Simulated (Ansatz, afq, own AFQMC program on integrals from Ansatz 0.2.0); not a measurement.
# Ir, quartet → Ir⁺, quintet

A free Ir atom.

E(quintet, charge +1) − E(quartet, charge +0) at this geometry, on UHF and UHF determinants.

Basis def2-TZVPP with its core potentials. Only valence electrons are correlated. Integrals, coupled cluster, full CI and functionals: Ansatz 0.2.0; the random walks run on the same integrals in our own AFQMC program. The CISD trial takes its coefficients from CCSD amplitudes. Released means that phaseless walkers are propagated on without the constraint, phases kept. Uncertainties: one standard error, sampling alone. No spin–orbit coupling. The metal's outer-core s and p shells are frozen, which shifts wave-function levels against functionals. The errors of all members are added in quadrature.

No full CI on the walks' own integrals is used here; CCSDT(Q) serves as the reference and is uncertain by about the last step of the cluster series. Each member takes its own surest rung, up to full CI.

Errors are counted within def2-TZVPP, not against nature.

Cautions: no spin-orbit coupling; outer-core shells of the metal frozen; Ir (quartet): the ph-AFQMC/CISD walk drifts between its halves (2.5 errors), its ph-AFQMC/CISD value lies 17 ± 3 meV above CCSDT(Q).

Reference (CCSDT(Q)): 196.1 kcal/mol.

```csv
level,vertical ionization energy (kcal/mol),error against CCSDT(Q) (kcal/mol)
HF,161.9,-34.1
MP2,195.4,-0.7
CCSD,193.6,-2.5
CCSD(T),196.0,-0.1
CCSDT,195.9,-0.2
ph-AFQMC/CISD,195.8 ± 0.08,-0.2 ± 0.08
released AFQMC,195.9 ± 0.06,-0.2 ± 0.06
```

Correlation beyond CCSD(T) adds 0.1 kcal/mol. The perturbative (T) step is worth +2.4 kcal/mol.

A walk keeps the symmetry of its determinant, which the program's search chose and which needn't be the lowest solution, so a lower state of the same spin and another symmetry isn't excluded. Released energies are given only where the last usable release times agree within the noise; a slower fall can still hide under it.
